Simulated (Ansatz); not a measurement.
Frontier orbitals of `CC/C=C/S`.

The species carries charge 0 and has multiplicity 1. Geometry: relaxed with PBE0-D4/def2-TZVP. It is one conformer, not always the lowest. Basis def2-TZVPP, the Gaussian-basis code of Ansatz.

| functional | HOMO (eV) | LUMO (eV) | gap (eV) |
| --- | --- | --- | --- |
| PBE | -5.15 | -0.74 | 4.41 |
| PBE0 | -6.22 | 0.23 | 6.45 |
| HSE06 (plane-wave form) | -5.83 | -0.15 | 5.68 |
| CAM-B3LYP | -7.48 | 1.34 | 8.82 |
| ωB97X-V | -8.46 | 2.39 | 10.85 |
| ωB97M-V | -8.33 | 2.25 | 10.58 |
| HF | -8.57 | 3.72 | 12.29 |

Against PBE, PBE0 changes HOMO and LUMO by −1.07 and +0.96 eV, ωB97M-V by −3.18 and +2.99 eV. A gap of 4.42 eV thus becomes 10.59 eV for the same molecule, so an orbital gap means little without its functional. A positive LUMO is unbound and depends on the basis.
